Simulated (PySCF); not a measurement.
Basis-set dependence of population analyses: benzoquinone

Species: benzoquinone, C₆H₄O₂.
Structure used (PBE0-D3(BJ)/def2-SVP), in Å, numbered top down from 1:
```
atom  x, y, z in Å
O1    -0.783   -2.552   -0.004
C2    -0.420   -1.394   -0.006
C3     1.019   -1.034   -0.010
C4     1.422    0.247   -0.017
C5     0.447    1.365   -0.017
O6     0.814    2.523   -0.018
C7    -0.992    1.005   -0.014
C8    -1.395   -0.275   -0.007
H9     1.719   -1.873   -0.009
H10    2.476    0.535   -0.021
H11   -1.692    1.845   -0.016
H12   -2.449   -0.564   -0.004
```

PBE0 throughout (PySCF), one geometry, spherical d and f functions. Isolated species at its PBE0-D3(BJ)/def2-SVP geometry, gas phase. Atoms taken as equivalent share a column and are averaged.

Mulliken charges (e):

```csv
basis,functions,O1/O6,C2/C5,C3/C4/C7/C8,H9/H10/H11/H12
STO-3G,44,-0.171,+0.147,-0.089,+0.101
pcSseg-0,80,-0.455,+0.250,-0.172,+0.274
6-31G,80,-0.396,+0.273,-0.153,+0.215
6-31G*,120,-0.420,+0.413,-0.208,+0.212
cc-pVDZ,132,-0.199,+0.111,+0.006,+0.038
def2-SVP,132,-0.193,+0.144,-0.027,+0.052
pcSseg-1,156,-0.341,+0.290,-0.103,+0.129
aug-cc-pVDZ,220,-0.617,+0.118,+0.797,-0.547
"6-311+G(2d,p)",240,-0.419,+0.173,-0.018,+0.142
def2-TZVP,272,-0.271,+0.287,-0.154,+0.146
cc-pVTZ,296,-0.258,+0.243,-0.139,+0.147
IGLO-III,320,-0.382,+0.336,-0.113,+0.136
```

IAO charges (e):

```csv
basis,functions,O1/O6,C2/C5,C3/C4/C7/C8,H9/H10/H11/H12
STO-3G,44,-0.159,+0.164,-0.153,+0.150
pcSseg-0,80,-0.334,+0.297,-0.159,+0.177
6-31G,80,-0.355,+0.314,-0.160,+0.181
6-31G*,120,-0.376,+0.350,-0.160,+0.173
cc-pVDZ,132,-0.370,+0.349,-0.163,+0.174
def2-SVP,132,-0.367,+0.343,-0.159,+0.171
pcSseg-1,156,-0.380,+0.351,-0.163,+0.177
aug-cc-pVDZ,220,-0.392,+0.359,-0.163,+0.179
"6-311+G(2d,p)",240,-0.393,+0.360,-0.163,+0.179
def2-TZVP,272,-0.391,+0.361,-0.164,+0.179
cc-pVTZ,296,-0.388,+0.360,-0.164,+0.178
IGLO-III,320,-0.393,+0.360,-0.164,+0.180
```

Hirshfeld charges (e):

```csv
basis,functions,O1/O6,C2/C5,C3/C4/C7/C8,H9/H10/H11/H12
STO-3G,44,-0.132,+0.113,-0.028,+0.037
pcSseg-0,80,-0.203,+0.145,-0.032,+0.061
6-31G,80,-0.220,+0.146,-0.030,+0.067
6-31G*,120,-0.224,+0.146,-0.028,+0.067
cc-pVDZ,132,-0.204,+0.140,-0.032,+0.063
def2-SVP,132,-0.210,+0.147,-0.032,+0.064
pcSseg-1,156,-0.214,+0.145,-0.031,+0.066
aug-cc-pVDZ,220,-0.217,+0.140,-0.033,+0.071
"6-311+G(2d,p)",240,-0.220,+0.138,-0.030,+0.071
def2-TZVP,272,-0.218,+0.140,-0.031,+0.070
cc-pVTZ,296,-0.215,+0.142,-0.032,+0.068
IGLO-III,320,-0.218,+0.140,-0.032,+0.070
```

ESP-fitted charges (e):

```tsv
basis	functions	O1/O6	C2/C5	C3/C4/C7/C8	H9/H10/H11/H12
STO-3G	44	-0.323	+0.524	-0.223	+0.123
pcSseg-0	80	-0.528	+0.788	-0.338	+0.208
6-31G	80	-0.512	+0.712	-0.289	+0.190
6-31G*	120	-0.446	+0.599	-0.247	+0.171
cc-pVDZ	132	-0.428	+0.581	-0.243	+0.167
def2-SVP	132	-0.455	+0.626	-0.255	+0.170
pcSseg-1	156	-0.475	+0.652	-0.270	+0.181
aug-cc-pVDZ	220	-0.482	+0.640	-0.259	+0.180
6-311+G(2d,p)	240	-0.479	+0.629	-0.256	+0.181
def2-TZVP	272	-0.471	+0.624	-0.252	+0.176
cc-pVTZ	296	-0.457	+0.604	-0.245	+0.172
IGLO-III	320	-0.477	+0.623	-0.247	+0.174
```

Some averages cover members that differ in this geometry, most widely: C3/C4/C7/C8, ESP-fitted in 6-31G -0.303 to -0.275; C3/C4/C7/C8, ESP-fitted in pcSseg-0 -0.351 to -0.325 e.

Question: Which scheme is steadiest as the basis changes?

Answer: Largest range over the bases for any column: Hirshfeld 0.09 e, IAO 0.23 e, ESP-fitted 0.26 e, Mulliken 1.00 e. Hirshfeld charges move least and Mulliken charges most, counted in e. Without the minimal STO-3G basis the ranges are Hirshfeld 0.02, IAO 0.06, ESP-fitted 0.21, Mulliken 1.00 e.

Question: How much do the charges still move between the two largest bases, cc-pVTZ and IGLO-III?

Answer: At most, over all atoms: Mulliken 0.124 e, IAO 0.005 e, Hirshfeld 0.003 e, ESP-fitted 0.020 e.

Question: What do the same runs give for the total energy and the frontier levels?

Answer: 
```json
{"basis": "STO-3G", "energy (Eh)": "-376.1204", "HOMO (eV)": "-4.56", "LUMO (eV)": "-0.54"}
{"basis": "pcSseg-0", "energy (Eh)": "-380.1282", "HOMO (eV)": "-7.95", "LUMO (eV)": "-3.81"}
{"basis": "6-31G", "energy (Eh)": "-380.9044", "HOMO (eV)": "-7.75", "LUMO (eV)": "-3.54"}
{"basis": "6-31G*", "energy (Eh)": "-381.0154", "HOMO (eV)": "-7.66", "LUMO (eV)": "-3.39"}
{"basis": "cc-pVDZ", "energy (Eh)": "-381.0508", "HOMO (eV)": "-7.72", "LUMO (eV)": "-3.45"}
{"basis": "def2-SVP", "energy (Eh)": "-380.7411", "HOMO (eV)": "-7.82", "LUMO (eV)": "-3.57"}
{"basis": "pcSseg-1", "energy (Eh)": "-380.9805", "HOMO (eV)": "-8.02", "LUMO (eV)": "-3.72"}
{"basis": "aug-cc-pVDZ", "energy (Eh)": "-381.0734", "HOMO (eV)": "-7.96", "LUMO (eV)": "-3.69"}
{"basis": "6-311+G(2d,p)", "energy (Eh)": "-381.1315", "HOMO (eV)": "-8.00", "LUMO (eV)": "-3.71"}
{"basis": "def2-TZVP", "energy (Eh)": "-381.1639", "HOMO (eV)": "-7.94", "LUMO (eV)": "-3.66"}
{"basis": "cc-pVTZ", "energy (Eh)": "-381.1503", "HOMO (eV)": "-7.90", "LUMO (eV)": "-3.61"}
{"basis": "IGLO-III", "energy (Eh)": "-381.1695", "HOMO (eV)": "-7.99", "LUMO (eV)": "-3.70"}
```
